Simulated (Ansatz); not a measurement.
# BClH4O: the cost of one run

Method: RKS BLYP/def2-SVP, in Ansatz 0.2.0.

**1. The starting structure**

Bond lengths: B1–O3 1.410 Å, O3–H4 1.010 Å, B1–H5 1.190 Å, B1–Cl6 2.160 Å, Cl6–H7 1.527 Å. Angles: B1–O3–H4 109.5°, O3–B1–H5 120.0°, O3–B1–Cl6 96.8°, H5–B1–Cl6 101.3°, B1–Cl6–H7 58.2°.

Structure file:

```xyz
7

B     0.0000    0.0000    0.0000
H     0.0000    0.0000    1.5400
O     1.2211    0.0000   -0.7050
H     1.5209   -0.9519   -0.8599
H    -1.0305    0.0000   -0.5950
Cl    0.0968    2.0475    0.6811
H     0.0414    0.8758    1.6586
```

**2. Pulling towards end A**

Springs on the bonds that form and break draw the guess towards this end; the thresholds are loose.

Contents of input.yaml:

```yaml
crystal:
  periodic: [false, false, false]
  atoms:
    - { symbol: B, position_ang: [0.0, 0.0, 0.0] }
    - { symbol: H, position_ang: [0.0, 0.0, 1.54] }
    - { symbol: O, position_ang: [1.2211, 0.0, -0.705] }
    - { symbol: H, position_ang: [1.5209, -0.9519, -0.8599] }
    - { symbol: H, position_ang: [-1.0305, 0.0, -0.595] }
    - { symbol: Cl, position_ang: [0.0968, 2.0475, 0.6811] }
    - { symbol: H, position_ang: [0.0414, 0.8758, 1.6586] }
basis:
  gaussian: { orbitals: def2-SVP }
hamiltonian:
  xc: blyp
relax:
  f_tol: 0.15
  max_steps: 25
  restrain:
    - { distance: [0, 5], at: 3.06, k: 30.0 }
    - { distance: [6, 1], at: 1.86, k: 30.0 }
    - { distance: [0, 1], at: 1.19, k: 30.0 }
    - { distance: [6, 5], at: 1.37, k: 30.0 }
```

Launch:

```sh
> ansatz run input.yaml --threads 1 --pin off --max-ram 2048MiB --backend cpu --events-out ev --progress --plain --runs-dir out
```

Q: Estimate wall time and peak memory on 1 thread of Arm Neoverse V2, shared host.

About 16 s, with a peak of 0.13 GiB.
